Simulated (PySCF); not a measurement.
**Molecular orbitals of SiF⁺**

B97-3 at R = 1.540 Å; basis Si def2-TZVPPD, F def2-TZVPPD; no relativity; PySCF 2.14. State: ¹Σ⁺ (singlet), closed shell. Only the outer orbitals are listed, counted within each symmetry.

| orbital | occ. | ε (eV) | on Si (%) | main shells (%) |
| --- | --- | --- | --- | --- |
| 5σ | 2 | -42.05 | 13 | 85 F s |
| 6σ | 2 | -23.37 | 30 | 63 F p, 27 Si s |
| 2π | 2 | -20.88 | 9 | 90 F p |
| 2π | 2 | -20.88 | 9 | 90 F p |
| 7σ | 2 | -17.90 | 86 | 65 Si s, 19 Si p, 14 F p |
| 3π | 0 | -9.76 | 97 | 95 Si p |
| 3π | 0 | -9.76 | 97 | 95 Si p |

Task: Which are the highest filled and the lowest empty level, where do they sit, and how wide is the gap?

Result: Highest filled 7σ at -17.90 eV (in %: 65 Si s, 19 Si p, 14 F p); lowest empty 3π at -9.76 eV (in %: 95 Si p); the gap at B97-3 is 8.14 eV.

```
bond order (Mayer)                                                                                                : 1.33
⟨S²⟩                                                                                                              : 0.000
charge on Si (Mulliken, basis-dependent)                                                                          : 1.04
charge on Si (Löwdin, basis-dependent)                                                                            : 1.24
dipole moment (positive dipole points towards F; it is taken about the centre of mass and depends on that origin) : -3.46 D
```
